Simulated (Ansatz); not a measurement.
Compounds of Si with 4 ligands, in which Cl is traded for H. Quantity: electronic atomisation energy to ground-state atoms, in kcal/mol. Each molecule is optimised on its own at B3LYP-D3(BJ)/def2-TZVP (Ansatz, a quantum-chemistry and plane-wave program). Correlated levels leave the core frozen unless marked. UHF or UKS for open shells. Spin-orbit coupling is left out. Non-relativistic. Basis-set limits of correlation are two-point, X^-3; Hartree-Fock from the larger set. [CCSD(T)-MP2]/basis is that difference in the basis named. The first level has limits of its own: it lacks core correlation, which all-electron functionals hold.

```tsv
n(H)	species (SMILES)	RI-MP2/CBS(cc-pV(T+d)Z,cc-pV(Q+d)Z)+[CCSD(T)-MP2]/cc-pV(T+d)Z (Ansatz)	PBE/def2-TZVPD (Ansatz)	r2SCAN-D4/def2-TZVPD (Ansatz + dftd4)
0	Cl[Si](Cl)(Cl)Cl	387.5	386.6	391.9
1	Cl[SiH](Cl)Cl	373.3	369.8	375.3
2	Cl[SiH2]Cl	357.1	350.7	356.9
3	[SiH3]Cl	?	?	?
4	[SiH4] (SiH4)	325.9	313.5	321.7
```

Fit a straight line through the known rows at each level by least squares, predict the withheld row (n(H) = 3), and compare with the run.


- The known rows have mean n(H) = 1.75 and Σ(n(H) - mean)² = 8.75.
- RI-MP2/CBS(cc-pV(T+d)Z,cc-pV(Q+d)Z)+[CCSD(T)-MP2]/cc-pV(T+d)Z: mean 360.950, Σ(n(H) - mean)(y - mean) = -135.550, slope -15.491 kcal/mol a step; the line gives 360.950 + (-15.491)×(3 - 1.75) = 341.6; the run gives 340.8, -0.8 from the line, whose largest residual on the known rows is 0.7.
- PBE/def2-TZVPD: mean 355.150, Σ(n(H) - mean)(y - mean) = -160.850, slope -18.383 kcal/mol a step; the line gives 355.150 + (-18.383)×(3 - 1.75) = 332.2; the run gives 331.3, -0.9 from the line, whose largest residual on the known rows is 0.9.
- r2SCAN-D4/def2-TZVPD: mean 361.450, Σ(n(H) - mean)(y - mean) = -154.250, slope -17.629 kcal/mol a step; the line gives 361.450 + (-17.629)×(3 - 1.75) = 339.4; the run gives 338.4, -1.0 from the line, whose largest residual on the known rows is 0.6.
- PBE minus the first level along the series: -0.9, -3.5, -6.4, -9.5, -12.4 kcal/mol.
